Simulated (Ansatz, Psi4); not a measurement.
**Worked example: the enthalpy of formation of CH3F (fluoromethane)**

CH3F has 5 atoms, charge 0, and is taken as a singlet. SMILES: `CF`. The shape is that of a PBE0-D4/def2-TZVP optimisation.

Total energies at CCSD/def2-TZVPP, 2 core orbitals frozen (Psi4 1.11); the atoms run unrestricted:

| species | state | energy (Eh) |
| --- | --- | --- |
| CH3F | singlet | -139.551102 |
| C | triplet | -37.778999 |
| F | doublet | -99.621623 |
| H | doublet | -0.499810 |

Harmonic wavenumbers at PBE0-D4/def2-TZVP, in cm⁻¹: 1097, 1199, 1199, 1485, 1489, 1489, 3044, 3131, 3131.

Measured heats of formation of the gaseous atoms at 298.15 K, in kJ/mol: C 716.9, F 79.4, H 218.0. Spin-orbit lowering of the atoms at 298 K (mean of the ground term's levels less their thermal mean, from spectra), in kJ/mol: C 0.02, F 1.29. Take 1 Eh = 2625.50 kJ/mol, 1 cm⁻¹ = 0.0119627 kJ/mol, RT = 2.479 kJ/mol.

Q: Work out the heat of formation of the gas at 298 K.

A: 
1. Electronic atomisation energy: (-37.778999) + (-99.621623) + 3 × (-0.499810) − (-139.551102) = 0.651050 Eh = 1709.3 kJ/mol.
2. Zero-point energy: half the sum of the wavenumbers, 8632 cm⁻¹ = 103.3 kJ/mol.
3. Thermal vibrational enthalpy, Σ hcν̃/(exp(hcν̃/kT) − 1): 0.2 kJ/mol. Translation, rotation and pV of a non-linear molecule: 4 RT = 9.9 kJ/mol.
4. The 5 free atoms carry 5/2 RT each: 31.0 kJ/mol.
5. Spin-orbit coupling lowers the free atoms by 0.02 + 1.29 = 1.3 kJ/mol.
6. Atomisation enthalpy at 298 K: 1709.3 − 1.3 − 103.3 − 0.2 − 9.9 + 31.0 = 1625.6 kJ/mol.
7. Sum of the atoms' heats of formation: 1450.3 kJ/mol. Heat of formation: 1450.3 − 1625.6 = -175.3 kJ/mol.

The tabulated value is -236.6 kJ/mol (Active Thermochemical Tables), so this level is off by +61.3 kJ/mol, or 3.6 % of the atomisation enthalpy that the table implies (1686.8 kJ/mol). Coupled cluster needs large bases for atomisation: in a finite one the molecule is underbound. CCSD also lacks the triples, which bind further. Anharmonicity and any spin-orbit splitting of the molecule are left out, and so is core correlation.
